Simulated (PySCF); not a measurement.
`c1cscn1`, C₃H₃NS

Cartesian coordinates in Å; atom numbers follow the order of the lines, from 1:
```xyz
8

C     0.558    0.819    0.371
C     1.009   -0.426    0.677
S    -0.272   -1.567    0.569
C    -1.319   -0.257    0.115
N    -0.757    0.891    0.057
H     1.148    1.717    0.360
H     1.996   -0.735    0.955
H    -2.355   -0.432   -0.094
```

Method: TDDFT CAM-B3LYP/def2-SVPD excited states, vertical, gas phase (PySCF 2.14.0). Geometry: GFN2-xTB.

Question: How strongly do the lowest singlets absorb one photon, and two photons of half the energy?

Answer: δ for parallel linear polarisation; σ at the peak of a Lorentzian of half width 0.1 eV, single beam; Ω is circular over linear.
| state | E (eV) | f | photon λ (nm) | δ (au) | σ (GM) | Ω | main |
| --- | --- | --- | --- | --- | --- | --- | --- |
| S1 | 5.50 | 0.000 | 451 | 0.14 | 0.00 | 1.50 | HOMO−1→LUMO 0.97 |
| S2 | 5.83 | 0.087 | 426 | 13.5 | 0.17 | 0.81 | HOMO→LUMO 0.91 |
| S3 | 6.24 | 0.002 | 397 | 3.05 | 0.04 | 1.50 | HOMO→LUMO+1 0.81 |
| S4 | 6.49 | 0.042 | 382 | 7.49 | 0.12 | 1.00 | HOMO−2→LUMO 0.82 |
| S5 | 7.00 | 0.001 | 354 | 3.55 | 0.06 | 1.50 | HOMO−2→LUMO+1 0.77 |

Among these, the strongest one-photon state is S2, the strongest two-photon state S2, with a dipole change of 1.2 D (relaxed, norm of the difference vector).
